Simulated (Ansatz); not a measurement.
HS, doublet in cc-pV(T+d)Z: errors against RCCSDTQ

Geometry: MP2(full)/6-31G*, from the G2/97 set.

```yaml
atoms:
  - { symbol: S, position_ang: [0.0000, 0.0000, 0.0000] }
  - { symbol: H, position_ang: [0.0000, 0.0000, 1.3444] }
```

Basis cc-pV(T+d)Z; Ansatz 0.2.0. Only valence electrons are correlated (noble-gas cores frozen), which leaves 7 electrons in 48 orbitals. R marks a restricted (for open shells ROHF) determinant, U an unrestricted one. Active spaces: valence = (7e, 5o) chosen from the atoms' valence shells.

Full CI isn't at hand for all of this; RCCSDTQ serves as the reference, and is uncertain by about the last step of the cluster series. The frozen core follows each run's orbitals, which can shift R against U totals by a few meV.

For open shells CISD and CISDTQ are restricted-active-space CI with the open shells as a complete middle space.

* UHF ⟨S²⟩: 0.764
* T1 diagnostic (RCCSD): 0.0161
* largest doubles amplitude (RCCSD): 0.046
* T1 diagnostic (UCCSD): 0.0109

```json
{"level": "UHF", "E − E(RHF) (eV)": "-0.1534"}
{"level": "RMP2", "E − E(RHF) (eV)": "-4.3027"}
{"level": "UMP2", "E − E(RHF) (eV)": "-4.2752"}
{"level": "RCCSD", "E − E(RHF) (eV)": "-4.9552"}
{"level": "UCCSD", "E − E(RHF) (eV)": "-4.9603"}
{"level": "RCCSD(T)", "E − E(RHF) (eV)": "-5.1301"}
{"level": "UCCSD(T)", "E − E(RHF) (eV)": "-5.1303"}
```

(1) Estimate how far RCCSDTQ in cc-pV(T+d)Z lies from RCCSD(T). The table doesn't fix it; the size of (T) and the diagnostics are the guide.

(1) RCCSDTQ in cc-pV(T+d)Z lies 28 meV below RCCSD(T), which is 16 % of the (T) step (-175 meV). The diagnostics are small and one determinant leads, so the series closes fast and only a small part of (T) is left.

The other levels:

```tsv
level	E − E(RCCSDTQ) (meV)	share of correlation (%)	wall time
CISD	410	92.05	1.2 s
BCCD(T)	29	99.45	1.2 s
RCCSDT	7	99.87	–
UCCSDT	6	99.89	–
CISDTQ	11	99.80	88 s (H100)
RCCSDT(Q)	1	99.99	22 s
UCCSDT(Q)	0	100.00	21 s
CASSCF (valence space)	4650	9.86	–
NEVPT2 (valence space)	1109	78.51	0.58 s
NEVPT4(SD) (valence space)	140	97.28	0.97 s
MRCISD (valence space)	343	93.36	–
MRCISD+Q (valence space)	30	99.41	0.94 s
```

The correlation energy at RCCSDTQ, counted from RHF, is -5.159 eV. That run took 21 s on 2 threads of AMD EPYC 7R13 with a shared H100 80 GB, shared host.

Times hold each run's SCF and search for its determinant on a shared host, so for small cases they say little of a method's own cost; rows without a card ran on 1 thread of AMD EPYC 7R13.

Natural occupations of CASSCF (valence space) about the gap: 2.000 1.996 1.977 1.000 0.028; effectively unpaired electrons, Σ n²(2−n)², 1.01.
